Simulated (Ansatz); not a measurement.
A structure of GaP relaxed with PBEsol (plane waves to 420 eV, PAW, scalar-relativistic; Ansatz, a first-principles code); single points at other levels follow on the same geometry (Ansatz, PAW; HSE06 at 420 eV on a 8×8×8 k-mesh; no spin-orbit coupling). Space group F-43m (No. 216).

```yaml
crystal:
  lattice:
    - [0.00000, 2.71923, 2.71923]
    - [2.71923, 0.00000, 2.71923]
    - [2.71923, 2.71923, 0.00000]
  atoms:
    - { symbol: P, position: [0.75000, 0.75000, 0.75000] }
    - { symbol: Ga, position: [0.00000, 0.00000, 0.00000] }
```

```tsv
level	gap (eV)	kind	conduction minimum
PBEsol	1.45	indirect	87 % of the way from Γ to X
HSE06	2.24	–	k = (-0.4333, -0.4333, 0)
```

HSE06 gaps come from a coarse mesh plus a few chosen points, so they may be too large. No spin polarisation in the result.

Measured for GaP: a 5.439 Å (static lattice; corrected from measurement; as listed in Daniel Mejia-Rodriguez, S. B. Trickey, Phys. Rev. B (2018)); gap 2.43 eV (static lattice; corrected from measurement; as listed in Wei Chen et al., Physical Review Materials (2018)). Computed minus measured — a: PBEsol 0.0 %; gap: PBEsol -0.98 eV, HSE06 -0.19 eV. The computed values are for a static lattice, and a measured gap can be an optical one, lowered by exciton binding.

The run could not lose the symmetry of its start.

All atoms sit on sites fixed by symmetry, so only the cell could relax.
